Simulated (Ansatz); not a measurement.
Rutile TiO₂ was calculated with HSE06 (plane waves, PAW; Ansatz, an electronic-structure program).

Run with plane-wave cutoff 520 eV, 6×6×8 k mesh (along the axes of the cell as run), no spin polarisation, scalar-relativistic PAW data made under PBE.

Computed at the level's own relaxed cell.

```xyz
6
Lattice="4.5810 0.0000 0.0000 0.0000 4.5810 0.0000 0.0000 0.0000 2.9439" Properties=species:S:1:pos:R:3 pbc="T T T"
Ti     0.0000     0.0000     0.0000
Ti     2.2905     2.2905     1.4720
O      1.3986     1.3986     0.0000
O      3.6891     0.8919     1.4720
O      0.8919     3.6891     1.4720
O      3.1824     3.1824     0.0000
```

Q: Give the elastic tensor (Voigt notation, GPa, ions relaxed, in the Cartesian axes of the cell as printed).

A: 
```
  301.9   195.4   172.0     0.0     0.0     0.0
  195.4   301.9   172.0     0.0     0.0     0.0
  172.0   172.0   541.2     0.0     0.0     0.0
    0.0     0.0     0.0   132.5     0.0     0.0
    0.0     0.0     0.0     0.0   132.5     0.0
    0.0     0.0     0.0     0.0     0.0   242.5
```

Measured, for comparison: elastic constant C11 268 GPa, elastic constant C12 175 GPa, elastic constant C44 124 GPa, elastic constant C33 484 GPa, elastic constant C13 147 GPa, elastic constant C66 190 GPa (room temperature, not corrected to a static lattice; as tabulated in Elasticity of TiO2 rutile to 1800 K). Computed (rounded) less measured: elastic constant C11 +13 %, elastic constant C12 +11 %, elastic constant C44 +7 %, elastic constant C33 +12 %, elastic constant C13 +17 %, elastic constant C66 +28 %. A static lattice is as a rule a little smaller and stiffer than an uncorrected measurement, which narrows the difference in the elastic constant C44 and would widen misses of the other sign.

Computed values are for the static lattice.
